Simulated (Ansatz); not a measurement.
Nudged elastic band run: C3H5ClO

Input:

```yaml
crystal:
  periodic: [false, false, false]
  atoms:
    - { symbol: C, position_ang: [-0.892856, -0.583047, 0.543472] }
    - { symbol: C, position_ang: [0.504971, -0.135149, 0.167166] }
    - { symbol: Cl, position_ang: [1.450209, -1.465375, -0.645729] }
    - { symbol: C, position_ang: [0.539607, 1.060065, -0.778892] }
    - { symbol: O, position_ang: [-0.428239, 1.71842, -1.053014] }
    - { symbol: H, position_ang: [-1.426553, 0.251383, 1.024202] }
    - { symbol: H, position_ang: [-1.460148, -0.877386, -0.351166] }
    - { symbol: H, position_ang: [-0.855524, -1.432995, 1.238871] }
    - { symbol: H, position_ang: [1.09933, 0.129618, 1.058028] }
    - { symbol: H, position_ang: [1.552304, 1.283465, -1.200138] }
basis:
  gaussian: { orbitals: def2-SVP }
hamiltonian:
  xc: b3lyp
neb:
  order_check: false
  images: 6
  f_tol: 0.03
  max_iterations: 60
  climbing: false
  final_atoms:
    - { symbol: C, position_ang: [-0.89485616, -0.55250839, 0.57125487] }
    - { symbol: C, position_ang: [0.4897555, -0.03282104, 0.24263375] }
    - { symbol: Cl, position_ang: [1.65258804, -1.3849617, -0.13534091] }
    - { symbol: C, position_ang: [0.52947625, 0.91544325, -0.95061509] }
    - { symbol: O, position_ang: [-0.45377999, 1.36710261, -1.47446647] }
    - { symbol: H, position_ang: [-0.86503041, -1.21255006, 1.44936897] }
    - { symbol: H, position_ang: [-1.5629956, 0.29656468, 0.78275996] }
    - { symbol: H, position_ang: [-1.31311357, -1.10853985, -0.28007917] }
    - { symbol: H, position_ang: [0.9397041, 0.49448622, 1.10091993] }
    - { symbol: H, position_ang: [1.56135285, 1.16678326, -1.30363586] }
  initial_path:
    images:
      - { positions_ang: [[-0.892856, -0.583047, 0.543472], [0.504971, -0.135149, 0.167166], [1.450209, -1.465375, -0.645729], [0.539607, 1.060065, -0.778892], [-0.428239, 1.71842, -1.053014], [-1.426553, 0.251383, 1.024202], [-1.460148, -0.877386, -0.351166], [-0.855524, -1.432995, 1.238871], [1.09933, 0.129618, 1.058028], [1.552304, 1.283465, -1.200138]] }
      - { positions_ang: [[-0.8824182, -0.58897768, 0.5392163], [0.50097728, -0.11478066, 0.17935297], [1.47179715, -1.45440159, -0.53336668], [0.55803379, 1.02856523, -0.82116582], [-0.4345799, 1.65575989, -1.15171785], [-1.34228958, 0.08970787, 1.19360613], [-1.51009228, -0.65405861, -0.26933277], [-0.87597319, -1.49001077, 1.01005782], [1.04970875, 0.21891941, 1.07927519], [1.54793719, 1.25827591, -1.22312529]] }
      - { positions_ang: [[-0.87198041, -0.59490836, 0.5349606], [0.49698355, -0.09441232, 0.19153994], [1.4933853, -1.44342817, -0.42100437], [0.57646058, 0.99706545, -0.86343964], [-0.4409208, 1.59309978, -1.25042171], [-1.25802616, -0.07196726, 1.36301025], [-1.56003657, -0.43073123, -0.18749953], [-0.89642237, -1.54702655, 0.78124463], [1.0000875, 0.30822082, 1.10052239], [1.54357037, 1.23308683, -1.24611257]] }
      - { positions_ang: [[-0.86154261, -0.60083903, 0.53070491], [0.49298983, -0.07404399, 0.20372691], [1.51497345, -1.43245476, -0.30864205], [0.59488736, 0.96556568, -0.90571346], [-0.4472617, 1.53043968, -1.34912556], [-1.17376274, -0.23364239, 1.53241438], [-1.60998085, -0.20740384, -0.1056663], [-0.91687156, -1.60404232, 0.55243145], [0.95046625, 0.39752223, 1.12176958], [1.53920356, 1.20789774, -1.26909986]] }
      - { positions_ang: [[-0.86182835, -0.59647637, 0.53467389], [0.49081619, -0.05942571, 0.21450802], [1.54388474, -1.42096714, -0.23572947], [0.59344011, 0.94490543, -0.93024533], [-0.45091041, 1.48025148, -1.40933306], [-1.09354523, -0.44277568, 1.59315252], [-1.62467336, -0.0396966, 0.05632313], [-0.98224149, -1.55769159, 0.33543857], [0.92766255, 0.44964627, 1.127897], [1.54049625, 1.19122892, -1.28388527]] }
      - { positions_ang: [[-0.87283762, -0.58182038, 0.54686755], [0.49046263, -0.05055748, 0.22388327], [1.58011917, -1.40896533, -0.20226661], [0.57211883, 0.93508471, -0.93703525], [-0.45186694, 1.44253519, -1.43104419], [-1.01737362, -0.69936714, 1.54522467], [-1.60411411, 0.07239049, 0.29846874], [-1.09253219, -1.40797434, 0.13026599], [0.9316764, 0.46459292, 1.11890464], [1.54744845, 1.18308036, -1.2904688]] }
      - { positions_ang: [[-0.88384689, -0.56716438, 0.55906121], [0.49010906, -0.04168926, 0.23325851], [1.61635361, -1.39696351, -0.16880376], [0.55079754, 0.92526398, -0.94382517], [-0.45282347, 1.4048189, -1.45275533], [-0.94120202, -0.9559586, 1.49729682], [-1.58355485, 0.18447759, 0.54061435], [-1.20282288, -1.2582571, -0.07490659], [0.93569025, 0.47953957, 1.10991229], [1.55440065, 1.17493181, -1.29705233]] }
      - { positions_ang: [[-0.89485616, -0.55250839, 0.57125487], [0.4897555, -0.03282104, 0.24263375], [1.65258804, -1.3849617, -0.13534091], [0.52947625, 0.91544325, -0.95061509], [-0.45377999, 1.36710261, -1.47446647], [-0.86503041, -1.21255006, 1.44936897], [-1.5629956, 0.29656468, 0.78275996], [-1.31311357, -1.10853985, -0.28007917], [0.9397041, 0.49448622, 1.10091993], [1.56135285, 1.16678326, -1.30363586]] }
```

Command:

```bash
$ ansatz run input.yaml --threads 2 --pin off --max-ram 3072MiB --backend cpu --events-out ev --progress --plain --runs-dir out
```

Output, in part (warnings, iteration lines, the closing report on the highest movable image, with atoms numbered from 0):

```
NEB end point (image 0): max|allowed force component| = 6.925e-3 eV/Å (the criterion of neb.relax_end_points is 1.000e-2)
NEB end point (image 7): max|allowed force component| = 1.089e-2 eV/Å (the criterion of neb.relax_end_points is 1.000e-2)
NEB iter   1: max|band force component| = 6.742e0 eV/Å  barrier→ = 1.0782 eV  barrier← = 1.0782 eV  Δτ_max = 0.1113 Å  (219 SCF iters)
NEB iter   2: max|band force component| = 2.044e0 eV/Å  barrier→ = 0.1891 eV  barrier← = 0.1891 eV  Δτ_max = 0.1031 Å  (182 SCF iters)
NEB iter   3: max|band force component| = 1.274e0 eV/Å  barrier→ = 0.2035 eV  barrier← = 0.2035 eV  Δτ_max = 0.1361 Å  (190 SCF iters)
NEB iter   4: max|band force component| = 1.322e0 eV/Å  barrier→ = 0.1607 eV  barrier← = 0.1607 eV  Δτ_max = 0.0698 Å  (189 SCF iters)
NEB iter   5: max|band force component| = 1.581e-1 eV/Å  barrier→ = 0.1276 eV  barrier← = 0.1276 eV  Δτ_max = 0.0075 Å  (188 SCF iters)
NEB iter   6: max|band force component| = 8.770e-2 eV/Å  barrier→ = 0.1265 eV  barrier← = 0.1265 eV  Δτ_max = 0.0212 Å  (152 SCF iters)
NEB iter   7: max|band force component| = 3.335e-2 eV/Å  barrier→ = 0.1252 eV  barrier← = 0.1252 eV  Δτ_max = 0.0192 Å  (164 SCF iters)
NEB iter   8: max|band force component| = 3.402e-2 eV/Å  barrier→ = 0.1250 eV  barrier← = 0.1250 eV  Δτ_max = 0.0096 Å  (166 SCF iters)
NEB iter   9: max|band force component| = 1.906e-2 eV/Å  barrier→ = 0.1247 eV  barrier← = 0.1247 eV  Δτ_max = 0.0000 Å  (336 SCF iters)
Total energy: -17754.41390908 eV, -652.4626767845 hartree
Atom 0 at    -0.907252    -0.563983     0.569919 Å, force    -0.002605    -0.000099     0.000024 eV/Å
Atom 1 at     0.495789    -0.074186     0.216409 Å, force     0.003722    -0.003260    -0.007730 eV/Å
Atom 2 at     1.603100    -1.414538    -0.345939 Å, force    -0.010987    -0.000376    -0.018527 eV/Å
Atom 3 at     0.535607     0.975806    -0.894732 Å, force     0.007312    -0.008907     0.022629 eV/Å
Atom 4 at    -0.440567     1.494264    -1.365625 Å, force    -0.002120     0.006494    -0.006858 eV/Å
Atom 5 at    -1.206891    -0.204948     1.565602 Å, force    -0.008146     0.025735    -0.008955 eV/Å
Atom 6 at    -1.631788    -0.183545    -0.164604 Å, force     0.004085    -0.020660    -0.015746 eV/Å
Atom 7 at    -0.950300    -1.660580     0.578170 Å, force     0.005748    -0.003034     0.027554 eV/Å
Atom 8 at     1.016210     0.356639     1.086662 Å, force     0.007426    -0.012795     0.001610 eV/Å
Atom 9 at     1.569193     1.224069    -1.243062 Å, force    -0.004435     0.016903     0.006000 eV/Å
Dipole moment:     0.097233    -0.003521     0.352749 e Å
```

The run converged. No image climbed, so the highest image needn't sit at the top of the path.

Final band (atoms are numbered from 1 in the order of the input):

| image | path coordinate (Å) | energy (kJ/mol) | dihedral H8–C1–C2–Cl3 (°) |
| --- | --- | --- | --- |
| 0 | 0.00 | 0.0 | 60 |
| 1 | 0.48 | 2.0 | 45 |
| 2 | 0.96 | 7.4 | 28 |
| 3 | 1.44 | 12.0 | 9 |
| 4 | 1.92 | 12.0 | -10 |
| 5 | 2.40 | 7.4 | -28 |
| 6 | 2.88 | 2.1 | -46 |
| 7 | 3.36 | 0.0 | -61 |

The run took 96 s on 2 threads of Intel(R) Xeon(R) Platinum 8488C (Sapphire Rapids), on a shared host, peak memory 0.22 GiB.
